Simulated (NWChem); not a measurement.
# chloromethane (CH3Cl); SMILES CCl

```xyz
5

C      0.0000     0.0000    -1.1109
Cl     0.0000     0.0000     0.6644
H      0.7330     0.7330    -1.4701
H      0.2683    -1.0013    -1.4701
H     -1.0013     0.2683    -1.4701
```
Atoms are numbered in this order, from 1.

All runs: NWChem. Geometry optimised at PBE0/def2-SVP; all other runs use it. 

```csv
quantity,level,value
"vertical, lowest excitation, singlet (eV)","PBE0/def2-SVPD, TDA",7.39
−ε(HOMO) (eV),PBE/def2-SVP,6.67
"isotropic polarisability (bohr³), static",PBE0/def2-SVPD,___
dipole in solution (D) in water,"PBE0/def2-SVP, SMD",___
dipole (D),PBE0/def2-SVP,1.87
highest harmonic frequency (cm⁻¹),PBE0/def2-SVP,___
```

### Question
Fill in the missing entries.

### Answer

- isotropic polarisability (bohr³), static, value: 29.1
- dipole in solution (D) in water, value: 2.33
- highest harmonic frequency (cm⁻¹), value: 3207
